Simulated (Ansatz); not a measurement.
**Cost against result**

The pair of N$_{2}$ (SMILES N#N, atoms 1–2) and PH$_{3}$ (SMILES P, atoms 3–6), both closed shells, in one local arrangement (a lower one may exist), relaxed at PBE0-D4/def2-TZVP:

```csv
atom,x (Å),y (Å),z (Å)
N1,-0.2602,0.2369,-2.3345
N2,0.1615,-0.2302,-3.2238
P3,0.3704,-0.3591,1.0927
H4,0.3400,-0.3169,2.5116
H5,-1.0443,-0.3843,0.9825
H6,0.4327,1.0535,0.9714
```

Interaction energies are counterpoise-corrected; the time is that of the whole pair.

Program: Ansatz 0.2.0. Basis: as named in each row. Cores are frozen in the correlated methods. B3LYP uses VWN-RPA correlation. Extrapolation: Hartree–Fock as exp(−7.88 √X), correlation as X^−2.97.

Times are rough, for one single point on 2 threads of a shared host (Arm Neoverse V1).

The estimate by CCSD(T) at an estimated basis limit (MP2 extrapolated from triple and quadruple zeta, plus CCSD(T) − MP2 in triple zeta) is -0.55 kcal/mol.

```json
{"method": "HF", "basis": "STO-3G", "time (s)": "under 1", "interaction energy (kcal/mol)": "-0.01", "method less estimate": "0.55"}
{"method": "PBE-D4", "basis": "STO-3G", "time (s)": "under 1", "interaction energy (kcal/mol)": "-0.66", "method less estimate": "-0.11"}
{"method": "SPW92", "basis": "def2-SVP", "time (s)": "under 1", "interaction energy (kcal/mol)": "-1.05", "method less estimate": "-0.50"}
{"method": "B3LYP-D4", "basis": "6-31G", "time (s)": "under 1", "interaction energy (kcal/mol)": "-0.76", "method less estimate": "-0.21"}
{"method": "PBE-D4", "basis": "def2-SVP", "time (s)": "under 1", "interaction energy (kcal/mol)": "-0.74", "method less estimate": "-0.19"}
{"method": "PBE0-D4", "basis": "def2-SVP", "time (s)": "under 1", "interaction energy (kcal/mol)": "-0.69", "method less estimate": "-0.14"}
{"method": "CCSD(T)", "basis": "def2-SVP", "time (s)": "under 1", "interaction energy (kcal/mol)": "-0.16", "method less estimate": "0.39"}
{"method": "PBE-D4", "basis": "def2-TZVPPD", "time (s)": "1", "interaction energy (kcal/mol)": "-0.71", "method less estimate": "-0.16"}
{"method": "revPBE-D4", "basis": "def2-TZVPPD", "time (s)": "1", "interaction energy (kcal/mol)": "-0.29", "method less estimate": "0.26"}
{"method": "PBE0-D4", "basis": "def2-TZVPPD", "time (s)": "2", "interaction energy (kcal/mol)": "-0.61", "method less estimate": "-0.06"}
{"method": "wB97M-V", "basis": "def2-SVP", "time (s)": "2", "interaction energy (kcal/mol)": "-0.66", "method less estimate": "-0.11"}
{"method": "BLYP-D4", "basis": "def2-TZVPPD", "time (s)": "2", "interaction energy (kcal/mol)": "-0.32", "method less estimate": "0.23"}
{"method": "B3LYP-D4", "basis": "def2-TZVPPD", "time (s)": "2", "interaction energy (kcal/mol)": "-0.45", "method less estimate": "0.10"}
{"method": "HSE06-D4", "basis": "def2-TZVPPD", "time (s)": "2", "interaction energy (kcal/mol)": "-0.62", "method less estimate": "-0.07"}
{"method": "r2SCAN-D4", "basis": "def2-TZVPPD", "time (s)": "3", "interaction energy (kcal/mol)": "-0.48", "method less estimate": "0.07"}
{"method": "B2PLYP", "basis": "def2-TZVPPD", "time (s)": "3", "interaction energy (kcal/mol)": "-0.13", "method less estimate": "0.42"}
{"method": "wB97X-V", "basis": "def2-TZVPPD", "time (s)": "4", "interaction energy (kcal/mol)": "-0.59", "method less estimate": "-0.04"}
{"method": "wB97M-V", "basis": "def2-TZVPPD", "time (s)": "5", "interaction energy (kcal/mol)": "-0.53", "method less estimate": "0.02"}
{"method": "B97M-V", "basis": "def2-TZVPPD", "time (s)": "6", "interaction energy (kcal/mol)": "-0.58", "method less estimate": "-0.03"}
{"method": "MP2", "basis": "def2-QZVPPD", "time (s)": "8", "interaction energy (kcal/mol)": "-0.66", "method less estimate": "-0.11"}
{"method": "CCSD(T)", "basis": "def2-TZVPPD", "time (s)": "21", "interaction energy (kcal/mol)": "-0.46", "method less estimate": "0.09"}
```

The T1 diagnostic stays at or below 0.014.
